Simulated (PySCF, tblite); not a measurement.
# C₄H₄NO radical: geometry, infrared bands and EPR parameters

Aim: predict the infrared bands and EPR parameters of C₄H₄NO radical (`Cc1[c]onc1`).

Computed with tblite 0.8.0 and PySCF 2.14.0, with density-fitted response routines of our own, on a single molecule in the gas phase. Atoms count from 0, in the outputs and in this text.

## 1. The molecule as given

10 atoms, charge 0, multiplicity 2; geometry from: force field or distance geometry start.

Bonds of the start (Å): C0–C1 1.46, C1–C2 1.39, C2–O3 1.36, O3–N4 1.37, N4–C5 1.34, C5–C1 1.41, C0–H6 1.10, C0–H7 1.09, C0–H8 1.10, C5–H9 1.08.

## 2. Relaxing the molecule with GFN2-xTB

Job settings and geometry (Å):

```
{"job": {"kind": "relax", "xc": "GFN2-xTB", "basis": "xTB"}, "charge": 0, "multiplicity": 2}
C     -1.436700    -0.155700    -0.001800
C      0.022800    -0.217400     0.038900
C      0.823400    -1.319400     0.338400
O      2.124900    -0.946800     0.272100
N      2.222200     0.388200    -0.033600
C      0.959100     0.809000    -0.176900
H     -1.778100     0.662800    -0.658200
H     -1.863300    -1.081900    -0.379700
H     -1.847400     0.021200     1.000800
H      0.782000     1.844700    -0.422600
```

Command:

```bash
$ OMP_NUM_THREADS=1 python probes_run.py task.json out
```

This one command runs all jobs of the session in turn.

**Question.** This job is followed by: GFN2-xTB harmonic vibrations, gas phase; UKS B3LYP, pcH-1 on C H N O, non-relativistic, mean-field spin-orbit, GIAO. What will the session give for the following? strongest single infrared mode (GFN2-xTB); zero-point energy (GFN2-xTB); g(iso) (B3LYP); ⟨S²⟩; largest a(iso) (averaged by class); potential on the surface of density 0.002 e/bohr³, 1st and 99th percentile.

The runs gave:

| quantity | value |
| --- | --- |
| strongest single infrared mode (GFN2-xTB) | 1224 cm⁻¹, 148 km/mol |
| zero-point energy (GFN2-xTB) | 44.8 kcal/mol |
| g(iso) (B3LYP) | 2.00180 |
| ⟨S²⟩ | 0.759 (exact 0.75) |
| largest a(iso) (averaged by class) | 13C on C2, 583.7 MHz |
| potential on the surface of density 0.002 e/bohr³, 1st and 99th percentile | -1.63 V and 1.37 V |

The optimisation took 11 steps and gained 0.143 eV; among the close pairs (by a distance rule), C2–O3 changed most, from 1.355 to 1.307 Å. The lowest mode is imaginary (33i cm⁻¹), so the xTB geometry is not a minimum: the zero-point energy counts the real modes alone, and all values at this geometry belong to a saddle point. The strongest single mode, at 1224 cm⁻¹, moves mainly C2 and O3. GFN2-xTB is a fitted tight-binding method: band positions and strengths are rough. Its intensities can rank the bands wrongly. C2 carries the largest spin population, 0.97 e. The isotropic g lies 0.5 ppt below the free-electron value. The conformer search found further structures of the same energy, which may be mirror or relabelled copies of this one.
